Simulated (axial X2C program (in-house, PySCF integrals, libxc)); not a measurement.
## Worked dissociation energy of AlF⁺: MP2, without spin–orbit coupling

All values were computed with an in-house all-electron X2C program for linear molecules (integrals from PySCF). Spin-free means the one-electron spin-free X2C Hamiltonian. Basis: Al dyall-v3z [8s8p2d1f], F dyall-av3z [7s6p3d2f] (cores contracted in-house); Gaussian nuclei, density fitting, unrestricted open shells. Masses: Al 26.982 u, F 18.998 u.

Molecular state: M_S = 1/2, Λ = 0 (beyond evenly filled blocks: σα).

Correlated methods: 9 electrons correlated (number of frozen shells: Al 2 s, 1 p; F 1 s), 169 virtual spin orbitals or spinors in MP2.

- E(Al+) (2M_S = 0, M_L = 0): -242.140155 hartree
- E(F) (2M_S = 1, M_L = 0): -99.714646 hartree
- E(AlF⁺) at Re: -341.989222 hartree
- ωe: 934.3 cm⁻¹
- ωexe: 4.39 cm⁻¹

**Question.** Work out De and D0.

**Answer.** De = -242.140155 + (-99.714646) − (-341.989222) = 0.13442 hartree = 3.658 eV. The zero-point energy is ωe/2 − ωexe/4 = 466 cm⁻¹ = 0.058 eV, so D0 = 3.600 eV.

Occupations by symmetry block were frozen at the best pattern of an incomplete PBE0 search. De is counted from the lowest determinant-based energies of the atoms at the same level, without counterpoise correction. Some points did not converge and are left out.

Each atomic determinant is the lowest at this level and need not be a pure term. Totals compare only within one Hamiltonian and basis.
